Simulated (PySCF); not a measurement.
The numbers are results of PySCF with B3LYP-D3(BJ)/def2-TZVP, not measurements. All species are isolated molecules in the gas phase. B3LYP has the VWN-RPA correlation part, as in Gaussian. Excitations are Tamm–Dancoff values on a coarser integration grid. The basis has no diffuse functions, so Rydberg states are missing or too high.

Reference species (SMILES): `[F][Al]([F])[I]` (neutral, multiplicity 1).

```
Property                Value
-------------------  --------
LUMO                 -1.92 eV
T1 excitation (TDA)   4.86 eV
```

Changed species: `[F][Al]([F])[F]` (0 of 3 F replaced by I; the reference has 1 of 3 F replaced by I).

Give the shifts of the LUMO and T1 excitation (TDA).

the LUMO hardly moves; the T1 excitation (TDA) increases by 3.03 eV, to 7.89 eV.
